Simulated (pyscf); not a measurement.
Single points on ωB97X-D3(BJ)/def2-SVP structures (PySCF, gas phase).

Task: PBE/def2-TZVP puts the barrier of F–CH(F)–Si(F)(F)–F (SMILES FC(F)[Si](F)(F)F) + H₂O (SMILES O) → HO–Si(F)(F)–F (SMILES O[Si](F)(F)F) + F–CH₂–F (SMILES FCF) (four-centre exchange; singlet surface; C–Si, H–O broken, O–Si, C–H formed) at 32.0 kcal/mol and the reaction energy at -34.9 kcal/mol, from the separated reactants. What do r²SCAN/def2-TZVP, M06-2X/def2-TZVP, ωB97M-D3(BJ)/def2-TZVP give on the same structures?

Result: r²SCAN: ΔE‡ = 31.1 kcal/mol, ΔE = -38.4 kcal/mol; M06-2X: ΔE‡ = 33.6 kcal/mol, ΔE = -40.9 kcal/mol; ωB97M-D3(BJ): ΔE‡ = 35.6 kcal/mol, ΔE = -37.7 kcal/mol. PBE's barrier lies among them. Its reaction energy lies over all of them, by 2.8 to 5.9 kcal/mol. On the reactant side the descent ends in an adduct with a O–Si contact (not fully relaxed), 6.4 kcal/mol under the separated species and 42.9 kcal/mol under the saddle at ωB97X-D3(BJ)/def2-TZVP. What is counted as formed (O–Si) is already present as a longer contact in the reactant adduct; forming that adduct is a step of its own. This is the saddle that the search found; another between the same sides may lie lower.
